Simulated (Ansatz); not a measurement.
```yaml
crystal:
  periodic: [false, false, false]
  atoms:
    - {symbol: C, position_ang: [-0.995090, 0.865268, 0.473380]}
    - {symbol: C, position_ang: [0.286468, 0.649705, -0.520479]}
    - {symbol: C, position_ang: [0.625301, -0.927777, -0.085819]}
    - {symbol: O, position_ang: [-0.262000, -1.639801, -0.634086]}
    - {symbol: F, position_ang: [1.793608, -1.194959, -0.888968]}
    - {symbol: H, position_ang: [-1.217125, 2.241346, 0.416128]}
    - {symbol: H, position_ang: [-0.848173, 0.802680, 1.512790]}
    - {symbol: H, position_ang: [-1.812951, 0.467716, 0.157938]}
    - {symbol: H, position_ang: [0.154181, 0.965797, -1.431628]}
    - {symbol: H, position_ang: [1.198439, 1.078155, 0.003858]}
    - {symbol: H, position_ang: [0.845592, -1.174302, 0.760985]}
    - {symbol: H, position_ang: [-0.226931, -2.517111, -0.478478]}
basis:
  gaussian: {orbitals: def2-TZVP}
total_charge: 5
magnetization: {spin_polarized: true, initial_magnetization: 1}
hamiltonian: {xc: {name: r2SCAN0}, dispersion: d3bj}
scf: {lower_state_search: light}
```

```sh
$ ansatz run in.yaml --threads 4 --pin off --events-out ev --progress --plain --max-ram 10444MiB
```

Shortened log:

```
Warning: the engine holds no damping parameters fitted to this dispersion correction and functional, so the run takes those fitted to r2scan0 beside the three-body term, which d3bj leaves out (hamiltonian.dispersion, under Limitations)
Functional definition: r2SCAN0
1155 factors; their error is unknown
mean field evaluation 1: about -7767.6881 eV, gradient 1.3e2 eV
mean field evaluation 2: about -6676.0303 eV, gradient 3.6e2 eV
mean field evaluation 4: about -7843.1955 eV, gradient 5.5e1 eV
mean field evaluation 8: about -7859.2253 eV, gradient 7.6e0 eV
mean field evaluation 16: about -7859.8440 eV, gradient 4.0e0 eV
mean field evaluation 32: about -7862.0574 eV, gradient 1.8e-5 eV
mean field -7862.05737965 eV, -288.9252796082 hartree, gradient 7.5e-6 eV, S^2 2.117444; 12 other end points of the search recorded, 0 dependent functions left out
reference -7862.05738579 eV, -288.9252798340 hartree; 19, 18 occupied and 178, 179 virtual orbitals, 1155 factors
Total energy: -7862.11946937 eV, -288.9275613635 hartree
```

**Question.** What is wrong with this run?

**Answer.** The charge is far from anything that the molecule holds. The run converged. The result belongs to that input, not to the molecule as meant.
